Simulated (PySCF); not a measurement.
## Splitting trees

Atom-mapped SMILES (the numbers label the heavy atoms): `[CH3:1]/[CH:2]=[CH:3]/[F:4]`. Each H is labelled by its parent atom.

Method: GIAO B3LYP/pcSseg-2 shieldings, B3LYP/pcJ-1 coupling constants, structure optimised with PBE0-D3(BJ)/def2-SVP, in PySCF 2.14 (one computed conformer, rapidly exchanging positions averaged, no relativistic terms, no solvent).

Shifts are taken against calculated references (same method and geometry level): 1H (σref 31.39) against TMS; 19F (σref 169.74) against CFCl3.

Spectrometer: 500 MHz for 1H. First-order analysis; couplings under 1 Hz (under 4 Hz in carbon signals) are ignored, and nearly equal couplings are merged; the smaller ones broaden or split the lines further.

Problem. What pattern does H(C1) show (1H)?

Solution. A doublet of doublets of doublets at δ 1.65: 8.4 Hz to H(C2) (1 × 1H, 3 bonds away), 4.4 Hz to F4 (1 × 19F, 4 bonds away), 2.4 Hz to H(C3) (1 × 1H, 4 bonds away). Lines in Hz from the centre (relative intensity): +7.6 (1), +5.2 (1), +3.2 (1), +0.8 (1), -0.8 (1), -3.2 (1), -5.2 (1), -7.6 (1). The outer lines are 15.2 Hz apart, the sum of the couplings kept, or 0.030 ppm at this field.

Problem. What pattern does F4 show (19F)?

Solution. A doublet of doublets of quartets at δ -130.9: 90.1 Hz to H(C3) (1 × 1H, 2 bonds away), 15.5 Hz to H(C2) (1 × 1H, 3 bonds away), 4.4 Hz to H(C1) (3 × 1H, 4 bonds away). Lines in Hz from the centre (relative intensity): +59.4 (1), +55.0 (3), +50.6 (3), +46.2 (1), +43.9 (1), +39.5 (3), +35.1 (3), +30.7 (1), -30.7 (1), -35.1 (3), -39.5 (3), -43.9 (1), -46.2 (1), -50.6 (3), -55.0 (3), -59.4 (1). The outer lines are 118.8 Hz apart, the sum of the couplings kept, or 0.253 ppm at this field.

Problem. What pattern does H(C2) show (1H)?

Solution. A doublet of doublets of quartets at δ 5.54: 15.5 Hz to F4 (1 × 19F, 3 bonds away), 12.2 Hz to H(C3) (1 × 1H, 3 bonds away), 8.4 Hz to H(C1) (3 × 1H, 3 bonds away). Lines in Hz from the centre (relative intensity): +26.4 (1), +18.1 (3), +14.2 (1), +10.9 (1), +9.7 (3), +5.8 (3), +2.5 (3), +1.2 (1), -1.2 (1), -2.5 (3), -5.8 (3), -9.7 (3), -10.9 (1), -14.2 (1), -18.1 (3), -26.4 (1). The outer lines are 52.9 Hz apart, the sum of the couplings kept, or 0.106 ppm at this field.

Problem. What pattern does H(C3) show (1H)?

Solution. A doublet of doublets of quartets at δ 6.76: 90.1 Hz to F4 (1 × 19F, 2 bonds away), 12.2 Hz to H(C2) (1 × 1H, 3 bonds away), 2.4 Hz to H(C1) (3 × 1H, 4 bonds away). Lines in Hz from the centre (relative intensity): +54.8 (1), +52.4 (3), +50.0 (3), +47.5 (1), +42.5 (1), +40.1 (3), +37.8 (3), +35.4 (1), -35.4 (1), -37.8 (3), -40.1 (3), -42.5 (1), -47.5 (1), -50.0 (3), -52.4 (3), -54.8 (1). The outer lines are 109.5 Hz apart, the sum of the couplings kept, or 0.219 ppm at this field.

Unscaled 3J(H,H) at this level run about 10 % above measured values.
